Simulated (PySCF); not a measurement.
Compound: C5H7O (doublet state).
Bonds: C1–C2, C2–C3 (double), C3–C4, C4–C5, C5–O6, C2–O6. Hydrogens: H7, H8, H9 on C1; H10 on C3; H11, H12 on C4; H13 on C5.

Identity: `C1(C)=CC[CH]O1` [radical].

Computed, not measured: UKS B3LYP, pcH-1 on C H O, non-relativistic, mean-field spin-orbit, GIAO (PySCF). Geometry: GFN2-xTB; no solvent, vibrations or thermal averaging. Couplings are sensitive to structure, and on GFN2-xTB geometries they can be far from those on DFT ones. Stability of the SCF solution: not tested.

Principal values of hyperfine tensors in MHz (contact and dipolar terms together), for some of the nuclei:

| atom | isotope | A1 | A2 | A3 |
| --- | --- | --- | --- | --- |
| H11 | 1H | 148.76 | 150.35 | 160.06 |
| H12 | 1H | 144.78 | 145.72 | 158.60 |
| C5 | 13C | 39.17 | 40.70 | 267.16 |
| C4 | 13C | -36.67 | -34.95 | -32.21 |
| O6 | 17O | -72.64 | 5.85 | 8.28 |
| C3 | 13C | 0.89 | 4.15 | 18.13 |
| C2 | 13C | -14.01 | -5.58 | -2.25 |
| H10 | 1H | -10.03 | -7.64 | -0.30 |

Question: Give the isotropic coupling of each nucleus in MHz and in mT (g = 2.0030), and the anisotropic part.

Answer: a_iso = (A1 + A2 + A3)/3, Ti = Ai − a_iso; 1 mT corresponds to 28.035 MHz.

```
atom  a_iso (MHz)  a_iso (mT)      T1      T2      T3
 H11       153.06       5.460   -4.30   -2.70    7.00
 H12       149.70       5.340   -4.92   -3.98    8.90
  C5       115.67       4.126  -76.51  -74.98  151.48
  C4       -34.61      -1.234   -2.06   -0.35    2.40
  O6       -19.50      -0.696  -53.13   25.35   27.78
  C3         7.72       0.275   -6.83   -3.57   10.41
  C2        -7.28      -0.260   -6.73    1.70    5.03
 H10        -5.99      -0.214   -4.04   -1.65    5.68
```

Question: What spin density at the nucleus of C5 lies behind its contact coupling (g_N = 1.40482)?

Answer: a_FC = (2μ0/3) gₑ μB g_N μN ρ(0)/(2S·h) = 800.24 MHz × g_N × ρ(0)/(2S), with ρ in bohr⁻³. With a_FC = 115.67 MHz and 2S = 1, ρ(0) = 0.1029 bohr⁻³.

Question: H13 (1H, g_N = 5.58569) isn't in the table. Its spin density at the nucleus is -0.0112 bohr⁻³. What is its contact coupling?

Answer: By the same relation, a_FC = -50.1 MHz. Its full tensor has the principal values -85.74, -50.69, -13.75 MHz.

Question: Which nucleus of the table has the largest anisotropic coupling, and what is its form?

Answer: C5: -76.5, -75.0, 151.5 MHz, axial, in the ratio −1:−1:+2, the form that spin in one p orbital centred on that nucleus gives.

Question: In a single crystal, with the field along each principal axis of the tensor of H12 in turn, what first-order splitting does this nucleus give (isotropic g, quadrupole terms neglected)?

Answer: 2 lines (I = 1/2), spaced by |A_i|/(g × 13.996): 5.16, 5.20, 5.66 mT along the axes of A1, A2 and A3.

The run took 50 s of wall time (with the writing of density and orbital grids) on one thread, Arm Neoverse N1 (aarch64), no GPU, on a shared host, and the process peaked at 0.86 GiB of memory.
